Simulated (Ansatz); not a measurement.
**C2H4Si (ethynylsilane): CCSDTQ/STO-3G (density fitting with cc-pVTZ-jkfit, accuracy low)**

Aim: the energy difference between two shapes of C2H4Si (ethynylsilane) at CCSDTQ/STO-3G (density fitting with cc-pVTZ-jkfit, accuracy low), from 2 runs. 

The calculation is run with Ansatz 0.2.0.

3 further runs of the same task are left out: 3 set aside as unsound or not needed.

**1. The molecule**

C2H4Si: 7 atoms, total charge 0, spin state singlet. As SMILES, `C#C[SiH3]`. The shape is that of a PBE0-D4/def2-TZVP optimisation.

Bond lengths: C1–C2 1.206 Å, C2–Si3 1.823 Å, C1–H4 1.066 Å, Si3–H5 1.483 Å, Si3–H6 1.483 Å, Si3–H7 1.483 Å. Angles: C1–C2–Si3 180.0°, C2–C1–H4 180.0°, C2–Si3–H5 109.3°, C2–Si3–H6 109.3°, C2–Si3–H7 109.3°, H5–Si3–H6 109.6°, H5–Si3–H7 109.6°, H6–Si3–H7 109.6°.

**2. Energy and gradient at CCSDTQ/STO-3G (density fitting with cc-pVTZ-jkfit, accuracy low)**

Input file job.yaml:

```yaml
crystal:
  periodic: [false, false, false]
  atoms:
    - symbol: C
      position_ang: [-0.580700, -1.871400, 0.172200]
    - symbol: C
      position_ang: [-0.218500, -0.726500, 0.062400]
    - symbol: Si
      position_ang: [0.329800, 1.004300, -0.103800]
    - symbol: H
      position_ang: [-0.901000, -2.883500, 0.269300]
    - symbol: H
      position_ang: [-0.094500, 1.528300, -1.425000]
    - symbol: H
      position_ang: [-0.281700, 1.818100, 0.974900]
    - symbol: H
      position_ang: [1.807900, 1.062900, 0.004400]
basis:
  gaussian:
    orbitals: STO-3G.json
    fitting:
      mean_field: cc-pVTZ-jkfit
    symmetry_tolerance_ang: 0.01
output:
  forces: true
correlation:
  method: ccsdtq
  electrons: outside_noble_gas
accuracy: low
```

The basis set STO-3G is read from a file made from the Basis Set Exchange's data (not shown).

The run is started by

```console
$ ansatz run job.yaml --threads 1 --pin off --max-ram 2610MiB --events-out events.jsonl --progress --plain --runs-dir runs
```

Output, cut to the lines that bear on the results:

```text
Warning: RAYON_NUM_THREADS=1 ignored (pool sized by the plan → 1); use --threads N
Functional definition: HF
  name "HF"
[...]
399 factors; integrals over basis functions are off by at most 8.5e-4 eV
[...]
mean field -9868.33995456 eV, -362.6548043290 hartree, gradient 3.7e-6 eV, S^2 0.000000; 0 other end points of the search recorded, 0 dependent functions left out; unrestricted orbitals would lower it
[...]
7 core orbitals not correlated: weight in the atoms' cores, before any rotation towards them, 1.000 or more for the frozen orbitals, at most 0.000 for the correlated occupied ones
reference -9868.33995456 eV, -362.6548043290 hartree; 8, 8 occupied and 8, 8 virtual orbitals, 399 factors
second order -5.19181946 eV of doubles, -0.00000000 eV of singles
cycle   1  -5.56905523 eV  change   -3.8e-1 eV  update   7.6e-2
[...]
cycle  13  -6.15669415 eV  change   -2.3e-7 eV  update   6.5e-7
[...]
Total energy: -9874.49664871 eV, -362.8810586658 hartree
Atom 0 at    -0.580700    -1.871400     0.172200 Å, force    -0.186634    -0.588441     0.056467 eV/Å
Atom 1 at    -0.218500    -0.726500     0.062400 Å, force     0.404012     1.274105    -0.122270 eV/Å
Atom 2 at     0.329800     1.004300    -0.103800 Å, force     0.331304     1.049914    -0.100882 eV/Å
Atom 3 at    -0.901000    -2.883500     0.269300 Å, force    -0.315816    -0.997927     0.095815 eV/Å
Atom 4 at    -0.094500     1.528300    -1.425000 Å, force     0.241029    -0.278567     0.735220 eV/Å
Atom 5 at    -0.281700     1.818100     0.974900 Å, force     0.345431    -0.440068    -0.602712 eV/Å
Atom 6 at     1.807900     1.062900     0.004400 Å, force    -0.819325    -0.019017    -0.061638 eV/Å
Dipole moment:     0.027876     0.087819    -0.008425 e Å
```

Wall time 21 s (1 thread of Arm Neoverse V2, shared host); peak memory 0.37 GiB.

**3. The distorted shape at the same level**

Input file job.yaml:

```yaml
crystal:
  periodic: [false, false, false]
  atoms:
    - symbol: C
      position_ang: [-0.662150, -1.862120, 0.133010]
    - symbol: C
      position_ang: [-0.214569, -0.722656, 0.030126]
    - symbol: Si
      position_ang: [0.396784, 0.993231, -0.114786]
    - symbol: H
      position_ang: [-0.845351, -2.889121, 0.317953]
    - symbol: H
      position_ang: [-0.096470, 1.556111, -1.362908]
    - symbol: H
      position_ang: [-0.266134, 1.770391, 0.984885]
    - symbol: H
      position_ang: [1.802807, 1.041592, 0.038060]
basis:
  gaussian:
    orbitals: STO-3G.json
    fitting:
      mean_field: cc-pVTZ-jkfit
    symmetry_tolerance_ang: 0.01
output:
  forces: true
correlation:
  method: ccsdtq
  electrons: outside_noble_gas
accuracy: low
```

The basis set STO-3G is read from a file made from the Basis Set Exchange's data (not shown).

The run is started by

```console
$ ansatz run job.yaml --threads 1 --pin off --max-ram 2610MiB --events-out events.jsonl --progress --plain --runs-dir runs
```

Output, cut to the lines that bear on the results:

```text
Warning: RAYON_NUM_THREADS=1 ignored (pool sized by the plan → 1); use --threads N
Functional definition: HF
  name "HF"
[...]
399 factors; integrals over basis functions are off by at most 8.5e-4 eV
[...]
mean field -9868.16273758 eV, -362.6482917252 hartree, gradient 5.6e-6 eV, S^2 0.000000; 0 other end points of the search recorded, 0 dependent functions left out; unrestricted orbitals would lower it
7 core orbitals not correlated: weight in the atoms' cores, before any rotation towards them, 1.000 or more for the frozen orbitals, at most 0.000 for the correlated occupied ones
reference -9868.16273758 eV, -362.6482917252 hartree; 8, 8 occupied and 8, 8 virtual orbitals, 399 factors
second order -5.32574640 eV of doubles, -0.00000000 eV of singles
cycle   1  -5.64344421 eV  change   -3.2e-1 eV  update   7.7e-2
[...]
cycle  13  -6.25614001 eV  change   -5.7e-7 eV  update   8.8e-7
[...]
Total energy: -9874.41887759 eV, -362.8782006299 hartree
Atom 0 at    -0.662150    -1.862120     0.133010 Å, force     1.115547     1.992934    -0.046480 eV/Å
Atom 1 at    -0.214569    -0.722656     0.030126 Å, force    -0.392911    -0.974400    -0.060114 eV/Å
Atom 2 at     0.396784     0.993231    -0.114786 Å, force    -2.101061     0.910706     0.900802 eV/Å
Atom 3 at    -0.845351    -2.889121     0.317953 Å, force    -0.603645    -1.349952     0.089594 eV/Å
Atom 4 at    -0.096470     1.556111    -1.362908 Å, force     0.371720    -0.071814     0.002506 eV/Å
Atom 5 at    -0.266134     1.770391     0.984885 Å, force     0.688136    -0.549587    -0.804625 eV/Å
Atom 6 at     1.802807     1.041592     0.038060 Å, force     0.922214     0.042112    -0.081684 eV/Å
Dipole moment:     0.098649     0.094009    -0.022214 e Å
```

It took 21 s on 1 thread of Arm Neoverse V2, shared host; peak memory 0.37 GiB.

**4. What came out**

At CCSDTQ/STO-3G (density fitting with cc-pVTZ-jkfit, accuracy low), 7 core orbitals frozen:

| quantity | value |
| --- | --- |
| first shape: total energy | -362.88106 Eh |
| first shape: dipole moment (correlated density) | 0.44 D |
| first shape: correlation energy (7 core orbitals frozen) | -226.3 mEh |
| first shape: T1 diagnostic | 0.003 |
| first shape: largest force on an atom | 1.342 eV/Å |
| distorted shape: total energy | -362.87820 Eh |
| distorted shape: dipole moment (correlated density) | 0.66 D |
| distorted shape: correlation energy (7 core orbitals frozen) | -229.9 mEh |
| distorted shape: T1 diagnostic | 0.003 |
| distorted shape: largest force on an atom | 2.461 eV/Å |
| energy change with the atoms displaced | 0.078 eV |

**Reading.** With the atoms displaced the energy rises by 0.08 eV (7.5 kJ/mol). The first shape isn't relaxed at this level, so the change isn't measured from a minimum. The minimal basis adds a large error of its own. The largest force (first shape) is 1.34 eV/Å: the shape isn't a stationary point for this species at this level. The restricted solution (first shape) is unstable to spin breaking: an unrestricted one lies lower. Mulliken charges (first shape) run from -0.24 on C2 to +0.67 on Si3. The accuracy setting (first shape) is loose, so the last digits carry no meaning. The restricted solution (distorted shape) is unstable to spin breaking: an unrestricted one lies lower.
